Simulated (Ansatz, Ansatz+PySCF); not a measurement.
```xyz
2

Li    0.0000    0.0000   -1.5050
Li    0.0000    0.0000    1.5050
```

RHF-MP2 on singlet Li₂ was run in several spherical basis sets with Ansatz (development build ahead of 0.2.0). Frozen core: 0 orbitals.

Q: Rank the basis sets by the total energy that they give, lowest first, with the distance from the lowest.
A. cc-pVTZ
B. def2-SVP
C. 6-31G(d)
D. cc-pVDZ
E. def2-TZVP

A: E (0.00 eV), A (0.88 eV), D (1.58 eV), C (1.68 eV), B (1.93 eV).

Totals follow the description of the cores as much as that of the bonds, so this order isn't one of quality for chemistry.
